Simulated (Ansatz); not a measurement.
System: grey tin (α-Sn). Method: PBE-D3(BJ) (PAW; Ansatz, an electronic-structure program).

Numerical settings: plane-wave cutoff 520 eV, 20×20×20 k mesh, Fermi–Dirac smearing 0.05 eV, scalar-relativistic PAW data made under PBE.

Computed at the level's own relaxed cell.

Elastic tensor (GPa, Voigt notation, ions relaxed):

```
   59.6    30.2    30.2     0.0     0.0     0.0
   30.2    59.6    30.2     0.0     0.0     0.0
   30.2    30.2    59.6     0.0     0.0     0.0
    0.0     0.0     0.0    27.1     0.0     0.0
    0.0     0.0     0.0     0.0    27.1     0.0
    0.0     0.0     0.0     0.0     0.0    27.1
```

Worked from these constants: the tetragonal shear constant is C′ = (C11 − C12)/2 = 14.7 GPa against C44 = 27.1 GPa, so the tetragonal shear is the softer. The Zener ratio C44/C′ is 1.84 (1 for an isotropic solid), and the Cauchy pressure C12 − C44 is 3.1 GPa. With C11 + 2C12 = 120.0 GPa all three Born conditions hold; they don't test modes at the zone boundary.

Measured, for comparison: elastic constant C11 69 GPa, elastic constant C12 29.3 GPa, elastic constant C44 36.2 GPa (low temperature, zero-point motion not removed; as tabulated in Tanner et al. (2021), arXiv:2110.11888). Computed (rounded) less measured: elastic constant C11 -14 %, elastic constant C12 +3 %, elastic constant C44 -25 %.

Note: the solid has no gap at this level, which affects its response; the dispersion coefficients are held fixed in the derivatives.
